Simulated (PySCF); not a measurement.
**Static response to an electric field**

Species: cyclopropanecarbonyl chloride, C4H5ClO.
Structure used (GFN2-xTB), in Å, numbered top down from 1:
```
atom  x, y, z in Å
O1     1.9621   -1.6446    0.7972
C2     1.3150   -0.8596    0.1848
Cl3    1.9841   -0.1837   -1.3199
C4    -0.0131   -0.3528    0.5173
C5    -0.4088    1.0744    0.2047
C6    -1.0237   -0.0334   -0.5631
H7    -0.3822   -0.7871    1.4389
H8     0.3256    1.6919   -0.2881
H9    -0.9947    1.5874    0.9512
H10   -2.0472   -0.3104   -0.3638
H11   -0.7118   -0.1795   -1.5851
```

Level: B3LYP/def2-SVPD (PySCF), static field, nuclei fixed, core orbitals frozen in the response. The polarisability tensor in these axes (au):

```
x   67.58 -6.91 -3.28
y   -6.91 59.10 -6.11
z   -3.28 -6.11 62.39
```

Diagonalise the tensor; give its mean and Δα, where Δα² is half the sum of the squared differences of the eigenvalues.

Principal values 51.01, 66.61 and 71.46 au; mean 63.03 au = 9.34 Å³ = 10.39 × 10⁻⁴⁰ C²·m²/J; Δα = 18.51 au (29 % of the mean).

What is the dipole moment, and where does it point?

(-3.15, 1.69, 0.07) D, 3.58 D in size, pointing from the negative to the positive side. Measured along this direction, the outermost atoms are O1 at the negative end and H9 and H10 at the positive end.

What are the principal values of the traceless quadrupole moment, Θ = ½Σq(3rr − r²1), about the centre of nuclear charge?

-6.84, 2.52, 4.33 D·Å. The values depend on the origin, since the dipole doesn't vanish. The electronic extent ⟨r²⟩ about the same centre is 671 bohr², a root-mean-square distance of 1.87 Å for the 54 electrons.

Orientational against electronic polarisability at 350 K (dilute gas, rigid molecules)?

In Gaussian units μ²/3kT = 88.18 Å³ against 9.34 Å³, a ratio of 9.44; the Debye molar polarisation (4π/3)N_A(α + μ²/3kT) is 246.0 cm³/mol, leaving out the vibrational part.

Find the Langevin capture rate constant for H3+ (3.023 u) meeting this molecule (104.003 u), k = 2.342 × 10⁻⁹ cm³/s × √(α in Å³ / reduced mass in u).

The reduced mass is 2.94 u, so k = 4.18 × 10⁻⁹ cm³/s. The formula leaves out the permanent dipole, which adds to the capture rate.

Form Σ f/ω² (atomic units) for the 8 lowest TDDFT singlets, given as eV and f, and set it beside the mean polarisability, which is this sum over all singlets: 5.13, 0.0001; 6.46, 0.0001; 6.68, 0.0100; 7.04, 0.2091; 7.16, 0.0038; 7.68, 0.1591; 7.94, 0.0096; 7.96, 0.0037.

They add up to 5.50 au, 8.7 % of the 63.03 au; the largest single term is 3.12 au, from the state at 7.04 eV. Terms in order: 0.00, 0.00, 0.17, 3.12, 0.06, 2.00, 0.11, 0.04 au. Higher excitations give the rest. The strengths listed sum to 0.395.

Refractivity n − 1 of an ideal gas of it at 298.15 K and 1 atm, from the electronic α?

N = p/kT = 2.4615 × 10¹⁹ cm⁻³, so n − 1 = 2π × N × 9.34 × 10⁻²⁴ cm³ = 1444 × 10⁻⁶ at long wavelengths.

One conformer (not necessarily the lowest) at the GFN2-xTB geometry, without solvent, vibrations or thermal averaging.
